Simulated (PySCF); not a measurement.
Gas-phase reaction: SiH3Cl + 6 SiHCl2 ⇌ 3 H3SiSiCl3 + SiCl4

Energies from PySCF, thermal terms from the rigid-rotor harmonic-oscillator model, ideal gas at 1 bar. † marks an energy on the PBE0/def2-TZVP geometry and frequencies; other levels use their own. MP2 and CCSD(T) freeze the core. 6-31G* has spherical d functions here. Open shells (unrestricted): SiHCl2 (multiplicity 2); the rest are closed-shell singlets. B3LYP is the form with VWN-RPA correlation. SiHCl2, H3SiSiCl3: computed as isolated molecules; such fragments, hydroxides, amides, oligomers or adducts are transient or little studied in the gas. MP2 isn't extrapolated to the basis-set limit; its ΔH°(298 K) is -965.9 kJ in def2-SVP and -988.2 kJ in def2-TZVPP. CCSD(T) isn't extrapolated to the basis-set limit. The harmonic model lacks anharmonicity and excited electronic states, which grow with temperature; levels with a mode under 35 cm⁻¹ are left out. Internal rotation in H3SiSiCl3 is treated as a harmonic vibration of one conformer, which makes the entropy rough.

```json
[
 {"level": "B3LYP/6-31G*", "ΔE electronic, kJ": "-884", "ΔH°(298 K), kJ": "-863", "ΔS°(298 K), J/K": "-578", "ΔG°(600 K), kJ": "-522"},
 {"level": "BLYP/def2-TZVP†", "ΔE electronic, kJ": "-823", "ΔH°(298 K), kJ": "-804", "ΔS°(298 K), J/K": "-569", "ΔG°(600 K), kJ": "-468"},
 {"level": "CCSD(T)/def2-SVP†", "ΔE electronic, kJ": "-969", "ΔH°(298 K), kJ": "-950", "ΔS°(298 K), J/K": "-569", "ΔG°(600 K), kJ": "-614"},
 {"level": "HF/def2-TZVP†", "ΔE electronic, kJ": "-699", "ΔH°(298 K), kJ": "-680", "ΔS°(298 K), J/K": "-569", "ΔG°(600 K), kJ": "-344"},
 {"level": "M06-2X/def2-TZVP†", "ΔE electronic, kJ": "-931", "ΔH°(298 K), kJ": "-912", "ΔS°(298 K), J/K": "-569", "ΔG°(600 K), kJ": "-576"},
 {"level": "MP2/def2-SVP†", "ΔE electronic, kJ": "-985", "ΔH°(298 K), kJ": "-966", "ΔS°(298 K), J/K": "-569", "ΔG°(600 K), kJ": "-630"},
 {"level": "MP2/def2-TZVPP†", "ΔE electronic, kJ": "-1008", "ΔH°(298 K), kJ": "-988", "ΔS°(298 K), J/K": "-569", "ΔG°(600 K), kJ": "-652"},
 {"level": "PBE/def2-SVP", "ΔE electronic, kJ": "-935", "ΔH°(298 K), kJ": "-914", "ΔS°(298 K), J/K": "-569", "ΔG°(600 K), kJ": "-578"},
 {"level": "r2SCAN/def2-TZVP†", "ΔE electronic, kJ": "-911", "ΔH°(298 K), kJ": "-892", "ΔS°(298 K), J/K": "-569", "ΔG°(600 K), kJ": "-556"},
 {"level": "ωB97M-V/def2-TZVP†", "ΔE electronic, kJ": "-1017", "ΔH°(298 K), kJ": "-997", "ΔS°(298 K), J/K": "-569", "ΔG°(600 K), kJ": "-661"}
]
```
ΔH° is lowest at ωB97M-V/def2-TZVP† and highest at HF/def2-TZVP†. No reference value is set beside these.
